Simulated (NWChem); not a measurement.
# SiH2 cation, doublet

```xyz
3

Si     0.0000     0.0000     0.1831
H      1.2878     0.0000    -0.5727
H     -1.2878     0.0000    -0.5727
```
Atoms are numbered in this order, from 1.

Computed with NWChem. Pople sets run with spherical d functions. Spin-unrestricted. In the optimisation the excess spin sits in a1 (C2v, its own frame). Geometry: optimised at B3LYP/6-31G* (spherical d), spin-unrestricted. No stability test was run on the SCF state. Level: PBE0/6-31G* with SMD (1 M gas to 1 M solution), gas-phase geometry. Reactions with the solvent are ignored.

```
solvent        dielectric constant  solvation free energy (kcal/mol)  cavity-dispersion-structure term (kcal/mol)
-------------  -------------------  --------------------------------  -------------------------------------------
water                         78.4                             -66.1                                          1.1
chlorobenzene                 5.70                             -56.7                                         -0.6
benzene                       2.27                        (withheld)                                         -0.8
1-octanol                     9.86                             -61.6                                         -0.5
```

Task: Complete the blanks.

Result: 
- benzene, solvation free energy (kcal/mol): -38.9
